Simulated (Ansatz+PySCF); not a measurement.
A calculation with Ansatz (development build ahead of 0.2.0).

```yaml
crystal:
  periodic: [false, false, false]
  atoms:
    - { symbol: C, position_ang: [0.0, 0.0, 0.0] }
    - { symbol: Si, position_ang: [1.15662, 1.54216, 3.33886] }
basis:
  gaussian: { orbitals: STO-3G }
hamiltonian:
  xc: hf
correlation:
  method: fci
  frozen_orbitals: { C: 1, Si: 5 }
```

The input is written out in the form of the current development build from the run's settings.

Output:

```
Converged    : yes
Total energy : -322.69874 hartree
State        : lowest singlet root, of any spatial symmetry
```

Caution: another spin multiplicity may lie lower.
